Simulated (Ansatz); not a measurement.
**Sodium, bcc: convergence with Fermi-Dirac smearing**

Computed with Ansatz, LDA, scalar-relativistic PAW, on the relaxed cell (a = 4.057 Å; spin not included). Errors count from a run at 420 eV on a Γ-centred 18×18×18 mesh with Fermi-Dirac smearing of 0.1 eV, extrapolated to zero width. Fixed here: cutoff 420 eV, mesh 11×11×11. The SCF starts from atomic densities corrected by a trained network.

```tsv
width (eV)	E(σ→0) error (meV/atom)	F error (meV/atom)	P (GPa)	SCF iterations
0.01	-2.3	-2.5	-0.04	6
0.03	-2.7	-3.2	-0.04	6
0.1	-2.3	-8.7	-0.02	6
0.2	-0.8	-29.5	0.04	6
0.6	-6.0	-258.9	0.64	6
1.0	-39.1	-691.5	1.68	6
```

Task: What does the run at 0.3 give (width)?

Result: E(σ→0) error (meV/atom): -0.3; F error (meV/atom): -65.7; P (GPa): 0.14; SCF iterations: 6.
